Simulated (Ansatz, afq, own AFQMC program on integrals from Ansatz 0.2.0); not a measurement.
CH2N, quartet in cc-pVDZ, levels against CCSDT(Q)

```xyz
4

N    -0.0336   -0.1463    0.7399
C     0.1300    0.1148   -0.8346
H    -0.3163    0.8311    1.2768
H    -0.7652   -0.1660   -1.6140
```

Connectivity, by distances: NH–CH.

Basis cc-pVDZ. Noble-gas cores (and the filled d shells of Ga–Kr and In–Xe) are frozen. Integrals, coupled cluster, full CI and functionals: Ansatz 0.2.0; the random walks run on the same integrals in our own AFQMC program. ph-AFQMC/CISD is guided by a CISD state made of CCSD amplitudes; releasing the constraint for a short imaginary time cuts its bias at the price of noise, slowly where states lie close. Error bars are statistical, one sigma.

Determinant: ROHF, the one that the program's search chose, which needn't be the lowest solution. The geometry is a point of a scan.

No full CI on the walks' own integrals is used here; CCSDT(Q) serves as the reference and is uncertain by about the last step of the cluster series.

Cautions: lower spins were not checked; the released energies move by 1.5 errors or more from one time to the next, so no released level is given (meV from the phaseless value at times in 1/Eh: 5 ± 13 at 0.24, -2 ± 13 at 0.51, -4 ± 12 at 0.99, -42 ± 17 at 1.62, 12 ± 15 at 2.40), though the last usable value meets CCSDT(Q) within the noise.

The T1 diagnostic is 0.0242 and the weight of the determinant in the CISD state is 0.887. The size of the correlated space is 11 electrons in 36 orbitals.

```
  level  correlation energy (eV)
    MP2                  -6.2939
   CCSD                  -7.2133
CCSD(T)                  -7.4067
```

Estimate where phaseless AFQMC with a CISD trial lies against CCSD(T) on the same integrals.

1.30 ± 0.52 mEh below CCSD(T).

Reference: CCSDT(Q), correlation energy -7.451 eV.

| level | E − E(reference) (mEh) | share of correlation (%) |
| --- | --- | --- |
| CCSD(T) | 1.63 | 99.40 |
| CCSDT | 0.54 | 99.80 |
| ph-AFQMC/CISD | 0.33 ± 0.52 | 99.88 |
